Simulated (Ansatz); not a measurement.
# AlSiH2+ (quintet): wave-function methods side by side, cc-pVTZ

Aim: climb from Hartree-Fock through coupled cluster and multireference methods for AlSiH2+ (quintet) at one geometry and basis, and see what each rung misses.

Computed with Ansatz 0.2.0, Gaussian basis. Level: cc-pVTZ, core rule «outside noble gas», up to 10 orbitals frozen.

The runs, in order: UHF; CCSD(T) on ROHF; CCSD(T) on UHF; BCCD(T) on ROHF; CCSDT(Q) on ROHF; CCSDT(Q) on UHF; CASSCF and MRCISD+Q, 8 electrons in 10 orbitals; CASSCF and NEVPT2, 8 electrons in 10 orbitals.

13 further runs of the same task are left out: 8 for a known fault of the program, 5 set aside as unsound or not needed. Runs told in other sessions of the task aren't counted.

## 1. The geometry

The geometry is a PBE0/def2-TZVP stationary point (not a proven minimum) of the parent state, kept for this charge and spin.

4 atoms, charge 1, spin multiplicity 5.

Atoms are counted from 1 here; the program's logs count them from 0.

Bond lengths: Si1–Al2 2.409 Å, Al2–H3 1.583 Å, Al2–H4 1.583 Å. Angles: Si1–Al2–H3 117.4°, Si1–Al2–H4 117.4°, H3–Al2–H4 125.2°.

## 2. UHF

File in.yaml:

```yaml
crystal:
  periodic: [false, false, false]
  atoms:
    - {symbol: Si, position_ang: [0.000000, 0.000000, 1.249328]}
    - {symbol: Al, position_ang: [0.000000, 0.000000, -1.159384]}
    - {symbol: H, position_ang: [0.000000, 1.405470, -1.888034]}
    - {symbol: H, position_ang: [0.000000, -1.405470, -1.888034]}
basis:
  gaussian: {orbitals: cc-pVTZ}
total_charge: 1
magnetization: {spin_polarized: true, initial_magnetization: 4}
hamiltonian: {xc: hf}
output: {orbitals: {seedname: orbitals}}
```

Command:

```bash
$ ansatz run in.yaml --threads 1 --pin off --events-out ev --progress --plain --max-ram 2560MiB --backend cpu
```

Further steps of the session: CCSD(T) on ROHF; CCSD(T) on UHF; BCCD(T) on ROHF; CCSDT(Q) on ROHF; CCSDT(Q) on UHF; CASSCF and MRCISD+Q, 8 electrons in 10 orbitals; CASSCF and NEVPT2, 8 electrons in 10 orbitals.

Q: Predict the results of all the runs planned. Wanted: UCCSDT(Q) from the RHF energy; RMP2 from UCCSDT(Q); UMP2 from UCCSDT(Q); RCCSD from UCCSDT(Q); RCCSD(T) from UCCSDT(Q); UCCSD(T) from UCCSDT(Q); RCCSDT(Q) from UCCSDT(Q); NEVPT2 valence from UCCSDT(Q); MRCISD+Q valence from UCCSDT(Q).

As calculated:

```
                         quantity                                        value
    UCCSDT(Q) from the ROHF energy                                   -4.6025 eV
              RMP2 from UCCSDT(Q)                              +24.85 kcal/mol
              UMP2 from UCCSDT(Q)                              +27.09 kcal/mol
             RCCSD from UCCSDT(Q)                               +6.45 kcal/mol
          RCCSD(T) from UCCSDT(Q)                               +1.41 kcal/mol
          UCCSD(T) from UCCSDT(Q)                               +1.42 kcal/mol
         RCCSDT(Q) from UCCSDT(Q)                               +0.05 kcal/mol
    NEVPT2 valence from UCCSDT(Q)                              +16.96 kcal/mol
  MRCISD+Q valence from UCCSDT(Q)                               +0.81 kcal/mol
levels within 1 kcal/mol (43 meV)  RCCSDT, UCCSDT, RCCSDT(Q), MRCISD+Q valence
                    T1 diagnostic                                        0.037
   effectively unpaired electrons                                         4.05
```

In words: RCCSD(T) lands +1.41 kcal/mol from the yardstick (1.3 % of the correlation energy). One determinant dominates. Of the multireference levels listed MRCISD+Q valence comes nearest in total energy (+0.81 kcal/mol), which doesn't show that its space is the better one. Coupled cluster took another determinant than the lowest Hartree-Fock one. These misses are within one basis, not against nature; the frozen cores of restricted and unrestricted runs differ, which can shift their rows.
